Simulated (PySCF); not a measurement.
Compound: diphosphorus tetrafluoride, P2F4.
Atom-mapped SMILES: `[F:1][P:2]([F:3])[P:4]([F:5])[F:6]`

Cartesian coordinates in Å at the PBE0-D3(BJ)/def2-SVP level; atoms count from 1:
```
atom  x, y, z in Å
F1    -1.2392   -0.9777   -1.2851
P2    -0.4832   -1.0245    0.1423
F3    -1.6778   -0.4622    1.0728
P4     0.4869    1.0139   -0.1409
F5     1.2808    0.9761    1.2645
F6     1.6558    0.4444   -1.0992
```

All values: PBE0/pcSseg-1 and CAM-B3LYP/def2-SVPD (PySCF, non-relativistic), on one gas-phase PBE0-D3(BJ)/def2-SVP geometry that isn't relaxed in the solvent. The solvent is an IEF-PCM continuum (cavity from Bondi-type radii × 1.2). The model holds no explicit solvent molecules, cavitation or dispersion.

Gas phase at PBE0/pcSseg-1: HOMO -7.49 eV, LUMO -1.76 eV, dipole 0.05 D.

Task: What does the continuum do to the energy, the frontier levels and the dipole at PBE0/pcSseg-1 in tetrahydrofuran and water?

Result: 
```json
{"solvent": "tetrahydrofuran", "ε": "7.426", "E(solvent) − E(gas) (kJ/mol)": "-11.92", "polarisation term (kJ/mol)": "-12.47", "distortion of the solute (kJ/mol)": "0.55", "HOMO (eV)": "-7.21", "LUMO (eV)": "-1.44", "dipole (D)": "0.06"}
{"solvent": "water", "ε": "78.36", "E(solvent) − E(gas) (kJ/mol)": "-14.79", "polarisation term (kJ/mol)": "-15.63", "distortion of the solute (kJ/mol)": "0.84", "HOMO (eV)": "-7.16", "LUMO (eV)": "-1.38", "dipole (D)": "0.07"}
```

The first energy column is the sum of the next two and covers electrostatics alone. From tetrahydrofuran to water the lowering changes by a factor 1.24, Onsager's factor (ε − 1)/(2ε + 1) by 1.21 and ε itself by 10.6.

Task: Which Hirshfeld charges (PBE0/pcSseg-1) respond most in tetrahydrofuran (means over atoms taken as equivalent)?

Result: 
| atoms | environment | gas (e) | solvent (e) | change |
| --- | --- | --- | --- | --- |
| P2/P4 | three-coordinate phosphorus | +0.308 | +0.320 | +0.012 |
| F1/F3/F5/F6 | phosphorus-bound fluorine | -0.154 | -0.160 | -0.006 |

Task: Which Mayer bond orders change most in tetrahydrofuran?

Result: 
```tsv
bond	length (Å)	gas	solvent	change
F1–P2	1.616	0.887	0.877	-0.010
P4–F6	1.615	0.888	0.878	-0.010
P2–F3	1.615	0.889	0.880	-0.009
P4–F5	1.615	0.890	0.881	-0.009
P2–P4	2.275	0.930	0.936	+0.006
```

Gas phase at CAM-B3LYP/def2-SVPD: HOMO -8.90 eV, LUMO -0.87 eV, dipole 0.04 D.

Task: What does the continuum do to the energy, the frontier levels and the dipole at CAM-B3LYP/def2-SVPD in tetrahydrofuran?

Result: 
```csv
solvent,ε,E(solvent) − E(gas) (kJ/mol),polarisation term (kJ/mol),distortion of the solute (kJ/mol),HOMO (eV),LUMO (eV),dipole (D)
tetrahydrofuran,7.426,-11.66,-12.39,0.73,-8.61,-0.55,0.06
```

Task: How does the static polarisability (CAM-B3LYP/def2-SVPD, frozen core, with the continuum's full static response) change?

Result: 
```
         medium  isotropic (au)  principal values (au)  ⟨r²⟩ of the electrons (bohr²)
            gas            53.5       43.3, 47.9, 69.3                          780.6
tetrahydrofuran            68.2       54.0, 59.7, 91.0                          781.2
```

The isotropic value in tetrahydrofuran is 1.28 times the gas-phase one; no cavity-field correction is applied. ⟨r²⟩ is taken about the centre of nuclear charge.
